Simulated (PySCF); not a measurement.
Work out the structure from these simulated measurements.

Formula: H3O2P.

* XPS: P2p3/2 139.7, O1s 537.2, O1s 540.1, P1s 2153.8 eV [ΔSCF SCAN, pcX-2 on the ionised atom, pcseg-1 elsewhere, spin-free X2C, 2p3/2 from a spin–orbit splitting computed afterwards within the 2p shell]
* UV, first state: lowest singlet excitation: 7.22 eV (172 nm, f = 0.007) [TDDFT wB97X-D/def2-SVPD]
* Dipole: 5.03 D [wB97X-D/def2-SVPD]
* Triplet: lowest triplet excitation (Tamm–Dancoff): 6.95 eV [TDA wB97X-D/def2-SVPD]
* 1H NMR: chemical shifts (computed TMS as zero) by class: 8.18 (2 H), 2.02 (1 H) ppm [GIAO PBE/pcSseg-2]
* Rotational structure: rotational constants A, B, C: 29.729, 8.282, 6.917 GHz [PBE0-D3(BJ)/def2-SVP]
* Polarisability: 32.8 au [wB97X-D/def2-SVPD]

The electronic properties come from PySCF, for the isolated species, density fitting. Levels stand in brackets. Geometry: PBE0-D3(BJ)/def2-SVP, one conformer, isolated molecule. NMR values are class means; diastereotopic atoms form classes of their own.

Problem. What is the compound? Reason from the data.

Solution. Numbering: `[O:1]=[PH2:2][OH:3]`. Hydrogen classes from least to most shielded: 2 H on a phosphoryl phosphorus, P2 (8.18 ppm), 1 H on a hydroxyl oxygen, O3 (2.02 ppm). The core levels belong to: P2p3/2 139.7 eV, phosphoryl phosphorus [P2]; O1s 537.2 eV, phosphoryl oxygen [O1]; O1s 540.1 eV, hydroxyl oxygen [O3]; P1s 2153.8 eV, phosphoryl phosphorus [P2]. The optimised geometry has point group Cs and is an asymmetric top. Structure: `O[PH2]=O`. The assignments are read from this structure; whether some other isomer fits the data as well wasn't checked.

Shape of the structure used: `[O:1]=[PH2:2][OH:3]`: H–O3–P2–O1 180°.
